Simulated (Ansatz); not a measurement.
in.yaml

```yaml
crystal:
  periodic: [false, false, false]
  atoms:
    - {symbol: B, position_ang: [0.000000, 0.066951, 0.806485]}
    - {symbol: C, position_ang: [0.000000, -0.138426, -0.561134]}
    - {symbol: H, position_ang: [0.000000, 0.931397, -1.963694]}
basis:
  gaussian: {orbitals: 6-31G}
hamiltonian: {pseudopotentials: {relativity: none}}
correlation: {active_space: {window: {electrons: 6, orbitals: 7}}}
scf: {lower_state_search: light}
```

```sh
$ ansatz run in.yaml --threads 1 --pin off --events-out ev --progress --plain --max-ram 1536MiB
```

Output:

```
285 factors; integrals over basis functions are off by at most 1.7e-4 eV
mean field evaluation 1: about -1704.6730 eV, gradient 1.9e1 eV
mean field evaluation 2: about -1704.6756 eV, gradient 1.9e1 eV
mean field evaluation 4: about -1706.2218 eV, gradient 2.6e0 eV
mean field evaluation 8: about -1706.4466 eV, gradient 4.3e-1 eV
mean field evaluation 16: about -1706.4537 eV, gradient 8.0e-1 eV
mean field evaluation 32: about -1706.4573 eV, gradient 9.8e-6 eV
mean field evaluation 64: about -1706.4562 eV, gradient 1.2e-1 eV
mean field evaluation 96: about -1705.9154 eV, gradient 3.2e0 eV
mean field evaluation 128: about -1706.4572 eV, gradient 3.9e-4 eV
mean field -1706.45729630 eV, -62.7111489609 hartree, gradient 9.8e-6 eV, S^2 0.000000; 10 other end points of the search recorded, 0 dependent functions left out
reference -1706.45729630 eV, -62.7111489609 hartree; 6, 6 occupied and 14, 14 virtual orbitals, 285 factors
state -1711.30092624 eV, -62.8891490780 hartree
Total energy: -1711.30092624 eV, -62.8891490780 hartree
```

Natural occupations: 1.8658 1.8351 1.5170 0.4700 0.1659 0.1314 0.0148.

Ran on 1 thread of Intel Xeon, shared host: 3.1 s wall, 0.21 GiB peak host memory.
